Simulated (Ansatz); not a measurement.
**Multireference treatment of HCO, doublet**

Computed with Ansatz's Gaussian-basis code (development build). Basis cc-pVDZ, nonrelativistic, 2 orbitals frozen in the corrections. State-specific CASSCF; RHF is the lowest restricted (open-shell) Hartree–Fock solution met. Solutions may break the symmetry of the shape. Lower solutions, or ones in other orbitals, may exist.

Geometry:

```xyz
3

C     0.0000    0.5249   -0.3523
H     0.0000    1.6127    0.2127
O     0.0000   -0.5952    0.2377
```

Question: What do CASSCF and its corrections give against RHF in CAS(11,9), and what are the occupations?

Answer: CASSCF -3.804 eV, SC-NEVPT2 -8.254 eV; occupations 2.00, 1.99, 1.97, 1.96, 1.93, 1.02, 0.08, 0.03, 0.02.
